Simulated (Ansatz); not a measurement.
# CH₆B₂: vertical ionisation energy

The task here is to estimate one member of a computed series from the others.

The runs use Ansatz 0.2.0, Gaussian basis; unrestricted cation, the program's frozen cores in correlated methods.

Levels to be run: UKS PBE-D4/def2-TZVPP; UKS r2SCAN-D4/def2-TZVPP; UKS PBE0-D4/def2-TZVPP; UKS B3LYP-D4/def2-TZVPP; UKS wB97X-V/def2-TZVPP; UKS wB97M-V/def2-TZVPP; UKS B2PLYP/def2-TZVPP; UHF-MP2/def2-TZVPP; UHF-MP2/def2-QZVPP; then −ε(HOMO) from the neutral's earlier runs with LDA (SPW92), PBE-D4, revPBE-D4, BLYP-D4, r2SCAN-D4, B97M-V, PBE0-D4, B3LYP-D4, r2SCANh-D4, r2SCAN0-D4, HSE06-D4, BHLYP-D4, CAM-B3LYP-D4, LC-ωPBE, ωB97X-V, ωB97M-V.

1 further run of the same task is left out (it didn't finish).

### The relaxed structure

The geometry comes from an earlier relaxation with PBE0-D4 in a triple-zeta def2 set; it is a stationary point, not always the lowest conformer.

9 atoms, charge 0, spin multiplicity 1.

Atoms are counted from 1 here; the program's logs count them from 0.

Bond lengths: B1–B2 1.639 Å, B1–H4 1.201 Å, B1–H5 1.201 Å, B2–C3 1.564 Å, B2–H6 1.210 Å, C3–H7 1.090 Å, C3–H8 1.100 Å, C3–H9 1.095 Å. Angles: B2–B1–H4 122.4°, B2–B1–H5 122.0°, H4–B1–H5 115.6°, B1–B2–C3 128.0°, B1–B2–H6 115.8°, C3–B2–H6 116.2°, B2–C3–H7 116.3°, B2–C3–H8 106.4°, B2–C3–H9 111.4°, H7–C3–H8 107.8°, H7–C3–H9 109.3°, H8–C3–H9 104.8°.

As a file:

```tsv
atom	x (Å)	y (Å)	z (Å)
B1	-0.6954	0.7983	-1.2129
B2	0.2787	0.4468	0.0570
C3	0.3377	-0.8772	0.8870
H4	-0.3864	0.5553	-2.3478
H5	-1.7507	1.3544	-1.0707
H6	1.0678	1.3082	0.3706
H7	-0.4532	-1.6035	0.6965
H8	1.2978	-1.3546	0.6419
H9	0.3923	-0.6741	1.9612
```

Set-up of the first run:

Contents of in.yaml:

```yaml
crystal:
  periodic: [false, false, false]
  atoms:
    - {symbol: B, position_ang: [-0.695419, 0.798293, -1.212897]}
    - {symbol: B, position_ang: [0.278713, 0.446774, 0.056964]}
    - {symbol: C, position_ang: [0.337693, -0.877237, 0.887044]}
    - {symbol: H, position_ang: [-0.386409, 0.555314, -2.347830]}
    - {symbol: H, position_ang: [-1.750654, 1.354414, -1.070662]}
    - {symbol: H, position_ang: [1.067767, 1.308240, 0.370619]}
    - {symbol: H, position_ang: [-0.453161, -1.603455, 0.696532]}
    - {symbol: H, position_ang: [1.297789, -1.354571, 0.641908]}
    - {symbol: H, position_ang: [0.392283, -0.674073, 1.961221]}
basis:
  gaussian: {orbitals: def2-TZVPP}
total_charge: 1
magnetization: {spin_polarized: true, initial_magnetization: 1}
hamiltonian: {xc: pbe, dispersion: d4}
```

Launch:

```
ansatz run in.yaml --threads 2 --pin off --events-out ev --progress --plain --max-ram 4352MiB
```

Steps of the session up to this table: Cation, UKS PBE-D4/def2-TZVPP; Cation, UKS r2SCAN-D4/def2-TZVPP; Cation, UKS PBE0-D4/def2-TZVPP; Cation, UKS B3LYP-D4/def2-TZVPP; Cation, UKS wB97X-V/def2-TZVPP; Cation, UKS wB97M-V/def2-TZVPP; Cation, UKS B2PLYP (frozen core)/def2-TZVPP; Cation, UHF-MP2/def2-TZVPP; Cation, UHF-MP2/def2-QZVPP.

One of the session's tables, all rows but one given; the rest of the session is left out.

For comparison, −ε(HOMO) of the neutral from earlier runs:

| functional | −ε(HOMO) (eV) |
| --- | --- |
| LDA (SPW92) | 6.72 |
| PBE-D4 | 6.68 |
| revPBE-D4 | 6.65 |
| BLYP-D4 | 6.62 |
| r2SCAN-D4 | 6.94 |
| B97M-V | 7.05 |
| PBE0-D4 | 8.01 |
| B3LYP-D4 | ? |
| r2SCANh-D4 | 7.44 |
| r2SCAN0-D4 | 8.18 |
| HSE06-D4 | 7.60 |
| BHLYP-D4 | 9.32 |
| CAM-B3LYP-D4 | 9.47 |
| LC-ωPBE | 10.84 |
| ωB97X-V | 10.47 |
| ωB97M-V | 10.30 |

Q: Estimate the row for B3LYP-D4 from the others.

Worked estimate for «−ε(HOMO) (eV)». Against the share of exact exchange, BLYP-D4 (0, 6.62), BHLYP-D4 (0.5, 9.32) give a slope of 5.40 per unit share; at 0.2 the line stands at 7.70.

The run gave: −ε(HOMO) (eV): 7.84. In «−ε(HOMO) (eV)» the line misses by -0.14.
